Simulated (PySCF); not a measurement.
# MgSi: one state, many levels of theory

State: ³Σ⁻ (triplet), unpaired electrons π ↑↑. Set-up: basis Mg x2c-TZVPPall, Si x2c-TZVPPall; spin-free X2C with a Gaussian nucleus; PySCF 2.14. De refers to Mg + Si in their high-spin ground configurations, without counterpoise correction. The functionals are run spin-unrestricted. A positive dipole means Mg(−)Si(+). Levels whose curve was spin-contaminated or gave no clean fit are not listed.

```tsv
Level	Re (Å)	ωe (cm⁻¹)	De (eV)	μ (D)
ROHF	2.749	180	0.225	-3.32
ROHF-MP2	2.528	323	0.91	n/a
ROHF-SCS-MP2	2.550	305	0.76	n/a
ROHF-CCSD	2.569	300	0.78	n/a
ROHF-CCSD(T)	2.551	316	0.94	n/a
PBE	2.545	314	1.26	-3.25
PW91	2.542	314	1.27	-3.24
BLYP	2.572	292	0.97	-3.10
M06	2.512	324	1.13	-3.31
```

Q: Which functional lies closest to ROHF-CCSD(T) in De, which farthest, and by how much do they differ from it?

A: Closest is BLYP (+2.1 pm in Re, -7.6 % in ωe, +0.03 eV in De against ROHF-CCSD(T) in the same basis), farthest PW91 (-0.9 pm in Re, -0.6 % in ωe, +0.33 eV in De). CCSD(T) converges more slowly with the basis than the functionals do and binds too weakly in this one, so the order can change at the basis-set limit.

Q: What does all correlation do here, going from ROHF to ROHF-CCSD(T)?

A: ROHF-CCSD(T) less ROHF: -19.8 pm in Re, +75.6 % in ωe, +0.71 eV in De. Correlation nearly always deepens the well. The bond shortens, as in weak, metallic or heavy-atom bonds, where dispersion and the correlation of outer-core electrons pull the atoms together.

Correlated steps freeze 6 core orbitals. UHF is strongly spin-contaminated for MgSi, so the ROHF reference used there is far from stable. The state was picked by a PBE0 search and need not be the measured ground state.
